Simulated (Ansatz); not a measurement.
System: solid chlorine. Method: r²SCAN in Ansatz (PAW).

Numerical settings: plane-wave cutoff 560 eV, 10×10×4 k mesh (along the axes of the cell as run), Fermi–Dirac smearing 0.01 eV, scalar-relativistic PAW data made under PBE.

Response to compression and expansion:

Shape and atoms are relaxed at each volume.

```json
[
 {"V (Å³/atom)": "26.812", "P (GPa)": "0.34", "direct gap at Γ (eV)": "2.620", "c (Å)": "8.209", "a (Å)": "6.399"},
 {"V (Å³/atom)": "27.370", "P (GPa)": "0.16", "direct gap at Γ (eV)": "2.630", "c (Å)": "8.241", "a (Å)": "6.467"},
 {"V (Å³/atom)": "27.929", "P (GPa)": "0.00", "direct gap at Γ (eV)": "2.641", "c (Å)": "8.272", "a (Å)": "6.531"},
 {"V (Å³/atom)": "28.488", "P (GPa)": "-0.12", "direct gap at Γ (eV)": "2.654", "c (Å)": "8.302", "a (Å)": "6.598"},
 {"V (Å³/atom)": "29.046", "P (GPa)": "-0.23", "direct gap at Γ (eV)": "2.665", "c (Å)": "8.326", "a (Å)": "6.674"}
]
```

A straight line through the gaps at Γ against ln V gives a volume deformation potential dE_g(Γ)/d ln V of 0.6 eV: the gap at Γ narrows under compression.

Note: the cell comes from a level without a dispersion term, which matters for the spacing of layers, chains or molecules; the bulk modulus comes from volumes at which shape and atoms were relaxed.

Ansatz is an electronic-structure program.
